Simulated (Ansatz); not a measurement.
# BN (triplet): how energies converge with the basis set

The task here is to estimate one member of a computed series from the others.

Program: Ansatz 0.2.0, Gaussian basis. Level of theory: one geometry, several basis sets. These are calculated values, not measurements.

The runs, in order: PBE0-D4/def2-SVP; ωB97M-V/def2-SVP; PBE0-D4/def2-QZVPP; ωB97M-V/def2-QZVPP; CCSD(T)/cc-pV(D+d)Z; CCSD(T)/cc-pV(T+d)Z; CCSD(T)/cc-pV(Q+d)Z; the functionals' def2-TZVPP values are taken from earlier runs.

### The geometry

All runs share one geometry, relaxed beforehand with PBE0-D4 in a triple-zeta def2 set.

SMILES `B#N`, 2 atoms, charge 0, spin multiplicity 3.

Atoms are counted from 1 here; the program's logs count them from 0.

Bond lengths: B1–N2 1.315 Å.

Geometry (Å):

```
atom    x (Å)    y (Å)     z (Å)
  B1  0.00000  0.00000  -0.02352
  N2  0.00000  0.00000   1.29195
```

Set-up of the first run:

Input file in.yaml:

```yaml
crystal:
  periodic: [false, false, false]
  atoms:
    - {symbol: B, position_ang: [0.000000, -0.000000, -0.023523]}
    - {symbol: N, position_ang: [-0.000000, 0.000000, 1.291953]}
basis:
  gaussian: {orbitals: def2-SVP}
magnetization: {spin_polarized: true, initial_magnetization: 2}
hamiltonian: {xc: pbe0, dispersion: d4}
output: {orbitals: {seedname: orbitals}}
```

On the command line:

```bash
$ ansatz run in.yaml --threads 2 --pin off --events-out ev --progress --plain --max-ram 20480MiB --backend cpu
```

Steps of the session up to this table: PBE0-D4 in def2-SVP; ωB97M-V in def2-SVP; PBE0-D4 in def2-QZVPP; ωB97M-V in def2-QZVPP.

One of the session's tables, all rows but one given; the rest of the session is left out.

It belongs to the step «Functionals by basis». 

```
functional       basis  HOMO (eV)  LUMO (eV)
   PBE0-D4    def2-SVP      -8.58      -5.05
   PBE0-D4  def2-TZVPP          ?          ?
   PBE0-D4  def2-QZVPP      -8.70      -5.11
   ωB97M-V    def2-SVP     -10.81      -2.83
   ωB97M-V  def2-TZVPP     -10.94      -2.96
   ωB97M-V  def2-QZVPP     -10.96      -2.98
```

**Question.** Estimate the row for PBE0-D4, def2-TZVPP.

The run gave: HOMO (eV): -8.68; LUMO (eV): -5.10. In the column «HOMO (eV)» it lies between PBE0-D4, def2-QZVPP (-8.70) and PBE0-D4, def2-SVP (-8.58).
